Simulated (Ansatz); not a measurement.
# HMg2: the cost of one run

Program: Ansatz 0.2.0, Gaussian basis. Level of theory: def2-QZVPP, core rule «outside noble gas», up to 10 orbitals frozen. These are calculated values, not measurements.

To be run: UHF; ROHF; CCSD(T) on UHF.

2 further runs of the same task are left out: 2 set aside as unsound or not needed.

**1. What is computed**

The geometry is a PBE0/def2-TZVP stationary point (not a proven minimum).

3 atoms, charge 0, spin multiplicity 2.

Atoms are counted from 1 here; the program's logs count them from 0.

Bond lengths: Mg1–H3 1.736 Å.

**2. UHF**

Contents of in.yaml:

```yaml
crystal:
  periodic: [false, false, false]
  atoms:
    - {symbol: Mg, position_ang: [0.000000, 0.000000, 0.437459]}
    - {symbol: Mg, position_ang: [0.000000, 0.000000, -2.610772]}
    - {symbol: H, position_ang: [0.000000, 0.000000, 2.173313]}
basis:
  gaussian: {orbitals: "def2-QZVPP.json"}
magnetization: {spin_polarized: true, initial_magnetization: 1}
hamiltonian: {xc: hf}
output: {orbitals: {seedname: orbitals}}
```

The run is started by

```
ansatz run in.yaml --threads 1 --pin off --events-out ev --progress --plain --max-ram 2393MiB
```

Q: Estimate wall time and peak memory on 1 thread of Arm Neoverse V2, shared host.

About 6 s, with a peak of 0.33 GiB.
